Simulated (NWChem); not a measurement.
## Ionisation of trimethylamine (C3H9N)

SMILES: CN(C)C
```xyz
13

C     -0.2164    -0.6587     1.1972
N     -0.3170     0.1329     0.0000
C     -0.2164    -0.6587    -1.1972
C      0.5855     1.2533     0.0000
H      0.7763    -1.1526     1.3212
H     -0.9827    -1.4498     1.1958
H     -0.3868    -0.0292     2.0848
H      0.7763    -1.1526    -1.3212
H     -0.3868    -0.0292    -2.0848
H     -0.9827    -1.4498    -1.1958
H      1.6612     0.9572     0.0000
H      0.4140     1.8800    -0.8894
H      0.4140     1.8800     0.8894
```
Charge 0, spin multiplicity 1.

Program: NWChem. The geometry was optimised at PBE0/def2-SVP, a minimum by its harmonic frequencies.

Basis set: def2-TZVP. −ε marks an orbital energy of the parent.

B3LYP has NWChem's definition, with VWN1-RPA local correlation.

### Question
One of these methods gave a first vertical ionisation energy of 7.40 eV. Which?
(A) −ε(HOMO) of B3LYP
(B) −ε(HOMO) of BP86
(C) −ε(HOMO) of BHandHLYP
(D) −ε(HOMO) of HF

### Answer
C, −ε(HOMO) of BHandHLYP. The others give 5.88 (−ε(HOMO) of B3LYP), 4.84 (−ε(HOMO) of BP86), 9.49 (−ε(HOMO) of HF).
